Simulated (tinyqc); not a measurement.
Inside a calculation. Method: CIS on RHF in the sto-3g basis, for H2O, spin multiplicity 1. One step of it, computed by the program tinyqc.

Task: CIS triplet states. Diagonalise A (1 hartree = 27.211386 eV); each vector has its largest component positive (the first on a tie).

CIS matrix A, triplet (hartree):
```
           1>6        1>7        2>6        2>7        3>6        3>7        4>6        4>7
1>6  19.977906   0.000000   0.007103   0.000000   0.000000  -0.008560  -0.019284   0.000000
1>7   0.000000  20.048193   0.000000   0.009513  -0.008560   0.000000   0.000000  -0.003669
2>6   0.007103   0.000000   1.138964   0.000000   0.000000  -0.095311  -0.055182   0.000000
2>7   0.000000   0.009513   0.000000   1.276647  -0.095311   0.000000   0.000000   0.019601
3>6   0.000000  -0.008560   0.000000  -0.095311   0.541660   0.000000   0.000000  -0.055759
3>7  -0.008560   0.000000  -0.095311   0.000000   0.000000   0.664641  -0.055759   0.000000
4>6  -0.019284   0.000000  -0.055182   0.000000   0.000000  -0.055759   0.393108   0.000000
4>7   0.000000  -0.003669   0.000000   0.019601  -0.055759   0.000000   0.000000   0.498026
5>6   0.000000   0.000000   0.000000   0.000000   0.000000   0.000000   0.000000   0.000000
5>7   0.000000   0.000000   0.000000   0.000000   0.000000   0.000000   0.000000   0.000000

          5>6       5>7
1>6  0.000000  0.000000
1>7  0.000000  0.000000
2>6  0.000000  0.000000
2>7  0.000000  0.000000
3>6  0.000000  0.000000
3>7  0.000000  0.000000
4>6  0.000000  0.000000
4>7  0.000000  0.000000
5>6  0.316189  0.000000
5>7  0.000000  0.431847
```

Give: triplet excitation energies; lowest vectors.

Result:

triplet excitation energies (eV): 8.6039  10.2036  11.7512  12.4653  15.4708  18.0089  31.5625  35.0943  543.6272  545.5394

lowest vectors:
```
     state 1  state 2  state 3  state 4  state 5  state 6
1>6   0.0000   0.0010   0.0000   0.0000   0.0000   0.0001
1>7   0.0000   0.0000   0.0000   0.0004   0.0002   0.0000
2>6   0.0000   0.0974   0.0000   0.0000   0.0000   0.1646
2>7   0.0000   0.0000   0.0000   0.0498   0.1234   0.0000
3>6   0.0000   0.0000   0.0000   0.5930   0.7948   0.0000
3>7   0.0000   0.2190   0.0000   0.0000   0.0000   0.9585
4>6   0.0000   0.9709   0.0000   0.0000   0.0000  -0.2327
4>7   0.0000   0.0000   0.0000   0.8036  -0.5942   0.0000
5>6   1.0000   0.0000   0.0000   0.0000   0.0000   0.0000
5>7   0.0000   0.0000   1.0000   0.0000   0.0000   0.0000
```
